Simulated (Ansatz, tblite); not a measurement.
Spin states of the cluster C₃ (the lowest singlet isomer of a short search), each relaxed with r2SCAN-D4/def2-TZVP in Ansatz. Electronic energies in the gas phase.

The xTB rows come from tblite. B3LYP takes the VWN-RPA correlation. HSE06 is defined as in plane-wave codes, on full-range PBE exchange. Correlated methods freeze 3 core orbitals. The structure comes from a short search, and lower isomers may exist.

Singlet geometry (D∞h within 0.1 Å):

```xyz
3

C     0.0003   -0.0004    0.0000
C     0.6127    0.4692    1.0368
C    -0.6131   -0.4689   -1.0368
```

Triplet geometry (D∞h within 0.1 Å):

Cartesian coordinates in Å:
```
C 0.0003 0.0002 0.0002
C 0.2692 0.7376 -1.0298
C -0.2695 -0.7378 1.0296
```

Quintet geometry (D∞h within 0.1 Å):

```xyz
3

C     0.000    0.000    0.000
C    -0.204    0.444    1.176
C     0.204   -0.444   -1.176
```

⟨S²⟩: triplet 2.09 at PBE0-D4/def2-TZVP (pure 2.00), quintet 6.12 at PBE0-D4/def2-TZVP (pure 6.00).

Run but left out: HF/6-31G (singlet: restricted singlet, unstable in another Hartree–Fock run and untested here); HF/def2-TZVP, HF/def2-TZVPP (singlet: restricted singlet, unstable towards broken spin symmetry); PBE-QIDH/def2-TZVP, MP2/def2-TZVP, MP2/def2-TZVPP, CCSD/def2-TZVPP, CCSD(T)/def2-TZVPP (triplet: ⟨S²⟩ 2.38 to 2.69, where a pure state has 2.00); PBE-QIDH/def2-TZVP, MP2/def2-TZVP, MP2/def2-TZVPP (quintet: ⟨S²⟩ 6.27 to 6.45, where a pure state has 6.00).

Only these spin states were relaxed.

(1) Estimate which spin state lies lowest at each of these levels, and by how much: GFN1-xTB; GFN2-xTB; PBE-D4/def2-TZVP; revPBE-D4/def2-TZVP; r2SCAN-D4/def2-TZVP; B97M-V/def2-TZVP; B3LYP-D4/6-31G; PBE0-D4/def2-TZVP; HSE06-D4/def2-TZVP; RPA@PBE/def2-TZVP.

Results:

(1) 
```json
{"level": "GFN1-xTB", "triplet − singlet (kJ/mol)": "139.9", "quintet − singlet (kJ/mol)": "380.4", "lowest of these": "singlet", "remarks": "–"}
{"level": "GFN2-xTB", "triplet − singlet (kJ/mol)": "127.9", "quintet − singlet (kJ/mol)": "393.7", "lowest of these": "singlet", "remarks": "–"}
{"level": "PBE-D4/def2-TZVP", "triplet − singlet (kJ/mol)": "177.2", "quintet − singlet (kJ/mol)": "321.6", "lowest of these": "singlet", "remarks": "–"}
{"level": "revPBE-D4/def2-TZVP", "triplet − singlet (kJ/mol)": "178.1", "quintet − singlet (kJ/mol)": "320.4", "lowest of these": "singlet", "remarks": "–"}
{"level": "r2SCAN-D4/def2-TZVP", "triplet − singlet (kJ/mol)": "170.7", "quintet − singlet (kJ/mol)": "247.0", "lowest of these": "singlet", "remarks": "spin-contaminated (⟨S²⟩ 6.13) (quintet)"}
{"level": "B97M-V/def2-TZVP", "triplet − singlet (kJ/mol)": "211.8", "quintet − singlet (kJ/mol)": "338.8", "lowest of these": "singlet", "remarks": "–"}
{"level": "B3LYP-D4/6-31G", "triplet − singlet (kJ/mol)": "197.6", "quintet − singlet (kJ/mol)": "317.9", "lowest of these": "singlet", "remarks": "–"}
{"level": "PBE0-D4/def2-TZVP", "triplet − singlet (kJ/mol)": "200.0", "quintet − singlet (kJ/mol)": "282.9", "lowest of these": "singlet", "remarks": "–"}
{"level": "HSE06-D4/def2-TZVP", "triplet − singlet (kJ/mol)": "199.8", "quintet − singlet (kJ/mol)": "284.5", "lowest of these": "singlet", "remarks": "–"}
{"level": "RPA@PBE/def2-TZVP", "triplet − singlet (kJ/mol)": "196.8", "quintet − singlet (kJ/mol)": "391.1", "lowest of these": "singlet", "remarks": "–"}
```

Change of the quintet − singlet gap on mixing in exact exchange, in kJ/mol: PBE to PBE0 (25 % exact exchange) -38.7. The xTB methods have no spin-polarisation term.
